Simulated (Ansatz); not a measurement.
input.yaml

```yaml
crystal:
  periodic: [false, false, false]
  atoms:
    - { symbol: F, position_ang: [1.984009, -0.921278, -0.998728] }
    - { symbol: C, position_ang: [0.844288, -0.213742, -0.989256] }
    - { symbol: C, position_ang: [-0.167691, -0.622997, -0.037442] }
    - { symbol: C, position_ang: [-1.027192, 0.156274, 0.621509] }
    - { symbol: S, position_ang: [0.486594, 1.105798, 0.718646] }
    - { symbol: H, position_ang: [-2.077908, 0.431845, 0.63917] }
basis:
  gaussian: { orbitals: "6-31G*" }
hamiltonian:
  xc: revpbe
  dispersion: d4
md:
  timestep: 0.5
  n_steps: 150
  ensemble: nvt_nose_hoover
  temperature: 1000.0
  initial_velocities: maxwell_boltzmann
  seed: 400769
  nose_hoover: { tau: 3.0, chain_length: 1 }
```

Launched with:

```bash
$ ansatz run input.yaml --threads 1 --pin off --max-ram 2048MiB --backend cpu --events-out ev --progress --plain --runs-dir out
```

Hardware: 1 thread of Arm Neoverse V2, with other jobs on the host.

Task: Roughly how long does this run take, and how much memory?

Result: 4.3 min, with a peak of 0.14 GiB, for 151 ionic steps.
